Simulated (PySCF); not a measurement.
From orbital energies to excitation energies

Species: ethane, C2H6.
Numbering: `[CH3:1][CH3:2]` (hydrogens: H3, H4, H5 on C1; H6, H7, H8 on C2)

Level of theory: TDDFT CAM-B3LYP/def2-SVPD, vertical, gas phase, core orbitals frozen in the response in PySCF 2.14.0, density-fitted response routines. Isolated species at its GFN2-xTB geometry, gas phase.

Orbital energies (eV): HOMO-3 -13.81, HOMO-2 -11.77, HOMO-1 -11.10, HOMO -11.10, LUMO 1.51, LUMO+1 2.32, LUMO+2 3.67.

**Question.** Among the lowest singlets, which states do these configurations lead, and at what energies: HOMO-2→LUMO, HOMO-2→LUMO+1?

**Answer.** 

```
state  leading configuration  weight  Δε (eV)  E (eV)  E − Δε (eV)       f  other configurations
   S3            HOMO-2→LUMO    0.98    13.28    9.98        -3.30  0.0000                     –
   S6          HOMO-2→LUMO+1    0.99    14.10   10.96        -3.13   0.261                     –
```

E − Δε runs from -3.30 to -3.13 eV. Among themselves, these states come in the order of their orbital differences. Δε is the difference of the two orbital energies.

H and L stand for HOMO and LUMO. The other states: S1 9.25 eV, f 0.0000, H-1/H→L (98%); S2 9.25 eV, f 0.0000, H-1/H→L (98%); S4 10.26 eV, f 0.124, H-1/H→L+1 (≥95%); S5 10.26 eV, f 0.124, H-1/H→L+1 (≥95%); S7 11.27 eV, f 0.073, H-1/H→L+3 (≥45%), H-1/H→L+2 (≥31%); S8 11.27 eV, f 0.073, H-1/H→L+2 (≥51%), H-1/H→L+3 (≥28%).

**Question.** Pair triplets and singlets of the same leading configuration (75% or more in both) and give the splittings.

**Answer.** 

| configuration | triplet | E(T) (eV) | singlet | E(S) (eV) | E(S) − E(T) (eV) |
| --- | --- | --- | --- | --- | --- |
| HOMO-2→LUMO | T3 | 9.61 | S3 | 9.98 | +0.37 |

The 3 triplets are Tamm–Dancoff values, the singlets full response.
